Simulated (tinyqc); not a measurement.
Inside a calculation (part 2 of 2). Method: UKS/B3LYP (VWN-RPA form) in the sto-6g basis, for LiH, spin multiplicity 3. This run ends on a higher stationary point, not on the lowest solution. Computed by tinyqc, a small Python program that keeps every step (integrals from PySCF). Command: `OMP_NUM_THREADS=1 python tinyqc.py 22709 22710 out.jsonl` (the two numbers bound the seeds that draw the settings). One thread of a shared host (Intel(R) Xeon(R) Processor @ 2.60GHz), about 3 s of CPU time with the checks.

Geometry (angstrom):

| atom | x | y | z |
|---|---|---|---|
| Li | 0.00000 | 0.00000 | 0.00000 |
| H | 0.00000 | 0.00000 | 1.82500 |

## Iteration 2: diagonalisation and new density

extrapolated F(alpha) (hartree), lower triangle:
```
           1Li 1s    1Li 2s   1Li 2px   1Li 2py   1Li 2pz     2H 1s
1Li 1s   -1.92508
1Li 2s   -0.52206  -0.21873
1Li 2px   0.00000   0.00000   0.03890
1Li 2py   0.00000   0.00000  -0.03306  -0.01397
1Li 2pz  -0.00115  -0.06334   0.00000   0.00000  -0.03204
2H 1s    -0.09668  -0.19450   0.00000   0.00000  -0.22934  -0.34178
```

extrapolated F(beta) (hartree), lower triangle:
```
           1Li 1s    1Li 2s  1Li 2px  1Li 2py   1Li 2pz    2H 1s
1Li 1s   -1.91703
1Li 2s   -0.51788  -0.16017
1Li 2px   0.00000   0.00000  0.07096
1Li 2py   0.00000   0.00000  0.00867  0.08479
1Li 2pz  -0.00111  -0.03178  0.00000  0.00000   0.02852
2H 1s    -0.09589  -0.11215  0.00000  0.00000  -0.10731  0.03941
```

X, lower triangle:
```
           1Li 1s    1Li 2s  1Li 2px  1Li 2py   1Li 2pz    2H 1s
1Li 1s    1.02223
1Li 2s   -0.12709   1.08267
1Li 2px   0.00000   0.00000  1.00000
1Li 2py   0.00000   0.00000  0.00000  1.00000
1Li 2pz  -0.00652   0.08086  0.00000  0.00000   1.10729
2H 1s     0.01417  -0.22319  0.00000  0.00000  -0.29706  1.16655
```

Diagonalise F' = X^T F X, C = X C', fill 3 alpha and 1 beta electrons from the bottom; D(s) = C_occ C_occ^T. Each column has its largest component positive (the first on a tie).

F' = X^T F X (alpha) (hartree), lower triangle:
```
          1         2         3         4         5         6
1  -1.88173
2  -0.29079  -0.07533
3   0.00000   0.00000   0.03890
4   0.00000   0.00000  -0.03306  -0.01397
5  -0.00144   0.01105   0.00000   0.00000   0.07812
6  -0.00503  -0.13282   0.00000   0.00000  -0.19768  -0.22726
```

orbital energies (alpha) (hartree): MO1 -1.92778, MO2 -0.36276, MO3 -0.02987, MO4 -0.01337, MO5 0.05480, MO6 0.19771

coefficients C (alpha):
```
              MO1       MO2      MO3       MO4       MO5       MO6
1Li 1s    0.98994  -0.09683  0.00000  -0.25068   0.00000  -0.09567
1Li 2s    0.04021   0.19228  0.00000   0.96950   0.00000   0.51592
1Li 2px   0.00000   0.00000  0.43331   0.00000   0.90125   0.00000
1Li 2py   0.00000   0.00000  0.90125   0.00000  -0.43331   0.00000
1Li 2pz   0.00315   0.18979  0.00000  -0.35817   0.00000   1.07545
2H 1s    -0.00344   0.82447  0.00000  -0.24394   0.00000  -0.87168
```

F' = X^T F X (beta) (hartree), lower triangle:
```
          1         2        3        4         5        6
1  -1.87362
2  -0.29324  -0.02696
3   0.00000   0.00000  0.07096
4   0.00000   0.00000  0.00867  0.08479
5  -0.00308   0.02382  0.00000  0.00000   0.10780
6  -0.00955  -0.13062  0.00000  0.00000  -0.17769  0.17646
```

orbital energies (beta) (hartree): MO1 -1.91948, MO2 -0.08970, MO3 0.03078, MO4 0.06678, MO5 0.08897, MO6 0.36210

coefficients C (beta):
```
              MO1       MO2       MO3       MO4      MO5       MO6
1Li 1s    0.99054  -0.17966  -0.19695   0.00000  0.00000   0.09546
1Li 2s    0.03814   0.57847   0.76644   0.00000  0.00000  -0.56672
1Li 2px   0.00000   0.00000   0.00000   0.90100  0.43383   0.00000
1Li 2py   0.00000   0.00000   0.00000  -0.43383  0.90100   0.00000
1Li 2pz   0.00284   0.39859  -0.62943   0.00000  0.00000  -0.87514
2H 1s    -0.00412   0.43980  -0.18687   0.00000  0.00000   1.12727
```

D(alpha) after iteration 2, lower triangle:
```
           1Li 1s   1Li 2s  1Li 2px  1Li 2py  1Li 2pz    2H 1s
1Li 1s    0.98936
1Li 2s    0.02119  0.03859
1Li 2px   0.00000  0.00000  0.18776
1Li 2py   0.00000  0.00000  0.39052  0.81224
1Li 2pz  -0.01526  0.03662  0.00000  0.00000  0.03603
2H 1s    -0.08323  0.15839  0.00000  0.00000  0.15647  0.67976
```

D(beta) after iteration 2, lower triangle:
```
           1Li 1s    1Li 2s  1Li 2px  1Li 2py   1Li 2pz    2H 1s
1Li 1s    0.98117
1Li 2s    0.03778   0.00145
1Li 2px   0.00000   0.00000  0.00000
1Li 2py   0.00000   0.00000  0.00000  0.00000
1Li 2pz   0.00281   0.00011  0.00000  0.00000   0.00001
2H 1s    -0.00408  -0.00016  0.00000  0.00000  -0.00001  0.00002
```

## Iteration 9 (converged): orbitals

converged F(alpha) (hartree), lower triangle:
```
           1Li 1s    1Li 2s   1Li 2px   1Li 2py   1Li 2pz     2H 1s
1Li 1s   -1.92489
1Li 2s   -0.52200  -0.21883
1Li 2px   0.00000   0.00000   0.03511
1Li 2py   0.00000   0.00000  -0.03585  -0.01007
1Li 2pz  -0.00104  -0.06344   0.00000   0.00000  -0.03207
2H 1s    -0.09665  -0.19475   0.00000   0.00000  -0.22949  -0.34220
```

converged F(beta) (hartree), lower triangle:
```
           1Li 1s    1Li 2s  1Li 2px  1Li 2py   1Li 2pz    2H 1s
1Li 1s   -1.91671
1Li 2s   -0.51786  -0.15985
1Li 2px   0.00000   0.00000  0.07207
1Li 2py   0.00000   0.00000  0.00928  0.08418
1Li 2pz  -0.00116  -0.03203  0.00000  0.00000   0.02904
2H 1s    -0.09589  -0.11193  0.00000  0.00000  -0.10694  0.04126
```

As before.

F' = X^T F X (alpha) (hartree), lower triangle:
```
          1         2         3         4         5         6
1  -1.88155
2  -0.29074  -0.07537
3   0.00000   0.00000   0.03511
4   0.00000   0.00000  -0.03585  -0.01007
5  -0.00131   0.01101   0.00000   0.00000   0.07813
6  -0.00502  -0.13300   0.00000   0.00000  -0.19774  -0.22762
```

orbital energies (alpha) (hartree): MO1 -1.92759, MO2 -0.36319, MO3 -0.02985, MO4 -0.01333, MO5 0.05489, MO6 0.19770

coefficients C (alpha):
```
              MO1       MO2      MO3       MO4       MO5       MO6
1Li 1s    0.98994  -0.09686  0.00000  -0.25067   0.00000  -0.09563
1Li 2s    0.04020   0.19247  0.00000   0.96945   0.00000   0.51593
1Li 2px   0.00000   0.00000  0.48312   0.00000   0.87555   0.00000
1Li 2py   0.00000   0.00000  0.87555   0.00000  -0.48312   0.00000
1Li 2pz   0.00308   0.18956  0.00000  -0.35821   0.00000   1.07548
2H 1s    -0.00341   0.82452  0.00000  -0.24416   0.00000  -0.87157
```

F' = X^T F X (beta) (hartree), lower triangle:
```
          1         2        3        4         5        6
1  -1.87328
2  -0.29331  -0.02664
3   0.00000   0.00000  0.07207
4   0.00000   0.00000  0.00928  0.08418
5  -0.00310   0.02354  0.00000  0.00000   0.10830
6  -0.00954  -0.13076  0.00000  0.00000  -0.17789  0.17863
```

orbital energies (beta) (hartree): MO1 -1.91917, MO2 -0.08902, MO3 0.03150, MO4 0.06704, MO5 0.08920, MO6 0.36370

coefficients C (beta):
```
              MO1       MO2       MO3       MO4      MO5       MO6
1Li 1s    0.99053  -0.18020  -0.19662   0.00000  0.00000   0.09522
1Li 2s    0.03818   0.58083   0.76524   0.00000  0.00000  -0.56592
1Li 2px   0.00000   0.00000   0.00000   0.87935  0.47617   0.00000
1Li 2py   0.00000   0.00000   0.00000  -0.47617  0.87935   0.00000
1Li 2pz   0.00288   0.39935  -0.63049   0.00000  0.00000  -0.87403
2H 1s    -0.00414   0.43722  -0.18702   0.00000  0.00000   1.12824
```

D(alpha) after iteration 9, lower triangle:
```
           1Li 1s   1Li 2s  1Li 2px  1Li 2py  1Li 2pz    2H 1s
1Li 1s    0.98937
1Li 2s    0.02115  0.03866
1Li 2px   0.00000  0.00000  0.23341
1Li 2py   0.00000  0.00000  0.42300  0.76659
1Li 2pz  -0.01531  0.03661  0.00000  0.00000  0.03594
2H 1s    -0.08324  0.15855  0.00000  0.00000  0.15629  0.67984
```

D(beta) after iteration 9, lower triangle:
```
           1Li 1s    1Li 2s  1Li 2px  1Li 2py   1Li 2pz    2H 1s
1Li 1s    0.98115
1Li 2s    0.03782   0.00146
1Li 2px   0.00000   0.00000  0.00000
1Li 2py   0.00000   0.00000  0.00000  0.00000
1Li 2pz   0.00285   0.00011  0.00000  0.00000   0.00001
2H 1s    -0.00410  -0.00016  0.00000  0.00000  -0.00001  0.00002
```

## Convergence

Stop when the energy changes by less than 1e-09 hartree and every element of the error matrix X^T (F D S - S D F) X (for each spin) is below 9e-06.

Course of the cycle:

| iteration | E (hartree) | change | largest element of the error matrix |
|---|---|---|---|
| 1 | -7.8394463 | - | 1.30e-01 |
| 2 | -7.8860412 | -4.66e-02 | 3.57e-03 |
| 3 | -7.8860981 | -5.70e-05 | 2.13e-04 |
| 4 | -7.8860993 | -1.15e-06 | 2.05e-04 |
| 5 | -7.8861006 | -1.32e-06 | 1.95e-04 |
| 6 | -7.8861107 | -1.01e-05 | 1.66e-05 |
| 7 | -7.8861108 | -6.07e-08 | 3.47e-06 |
| 8 | -7.8861108 | -2.77e-09 | 2.91e-07 |
| 9 | -7.8861108 | -1.96e-11 | 4.52e-10 |

PySCF UKS in the same basis, fine grid, after a stability check = -7.9262689 hartree

Converged in 9 iterations. But the solution lies 0.04016 hartree above the reference: it is another stationary point, not the lowest one. Reruns (cap 100 unless said): damping 0.5: converged in 99; level shift 0.5: not converged; atomic densities as start, DIIS 8: converged in 7.

## Populations, bond orders and dipole

overlap S, lower triangle:
```
          1Li 1s   1Li 2s  1Li 2px  1Li 2py  1Li 2pz    2H 1s
1Li 1s   1.00000
1Li 2s   0.23574  1.00000
1Li 2px  0.00000  0.00000  1.00000
1Li 2py  0.00000  0.00000  0.00000  1.00000
1Li 2pz  0.00000  0.00000  0.00000  0.00000  1.00000
2H 1s    0.04210  0.34245  0.00000  0.00000  0.46269  1.00000
```

Mulliken: Z minus the diagonal of D S on the atom; Loewdin: the same with S^(1/2) D S^(1/2); Mayer order: 2 sum_s sum (D(s) S)_ij (D(s) S)_ji over the two atoms.

Charges (e):

| atom | Mulliken | Loewdin | Mulliken spin |
|---|---|---|---|
| 1Li | -0.19727 | -0.25042 | 1.19684 |
| 2H | 0.19727 | 0.25042 | 0.80316 |

Mayer bond orders:

| pair | order |
|---|---|
| 2-1 | 0.31601 |

dipole moment about the origin, x y z (debye): 0.00000  0.00000  0.62211

<S^2> of the determinant (pure state: 2) = 2.00000
